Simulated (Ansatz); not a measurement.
# HO (charge -1): comparison of methods with full CI from a Python script

One table from this session's results is given with a row withheld; the runs are named, their logs left out.

Computed with Ansatz 0.2.0 through its Python package. The levels of theory stand in the script.

## The system

Bond lengths: H1–O2 1.020 Å.

The script holds or builds the structure itself.

Set-up of the first run:

The input, fci_ho.py:

```python
"""Approximate methods against full CI for HO(-) in a small basis."""

import ansatz as az
from ase import Atoms


def main() -> None:
    atoms = Atoms(["H", "O"], positions=[
        (0.0, 0.0, 0.0),
        (0.0, 0.0, 1.02),
    ])
    system = az.Crystal.molecule_from_ase(atoms)

    model = system.calculation().basis(gaussian="6-31G").charge(-1)
    exact = model.correlation("fci").run().report
    print(f"full CI {exact['free_energy_ev'] / 27.211386246:.7f} Ha over {exact['configurations']['states'][0]['n_determinants']} determinants")
    print("natural occupations", [round(n, 4) for n in exact["configurations"]["natural_occupations"]])
    print(f"hf       misses {1000 * (exact['reference_energy_ev'] - exact['free_energy_ev']) / 27.211386246:9.3f} mHa")
    for method in ["mp2", "ccsd", "ccsd_t", "ccsdt"]:
        e = model.correlation(method).run().report["free_energy_ev"]
        print(f"{method:8s} misses {1000 * (e - exact['free_energy_ev']) / 27.211386246:9.3f} mHa")


if __name__ == "__main__":
    main()
```

Launch:

```
python fci_ho.py
```

Among the steps run: Launch.

One of the session's tables, all rows but one given; the rest of the session is left out.

Correlation energies (total less mean field):

```
method  correlation (eV)
   mp2            -3.451
  ccsd                 ?
ccsd_t            -3.612
 ccsdt            -3.615
```

Q: Estimate the row for ccsd from the others.

As computed: correlation (eV): -3.585. In the column «correlation (eV)» it lies between ccsd_t (-3.612) and mp2 (-3.451).

Limits of these values: Against full CI in this basis, ccsdt comes nearest; 1.6 mHa is 1 kcal/mol. mp2 catches 95 % of the correlation energy of ccsdt. What to keep in mind:
- Full CI is exact only within this small basis and its frozen core, at an unrelaxed geometry.
- Anions want diffuse functions, which this basis lacks.
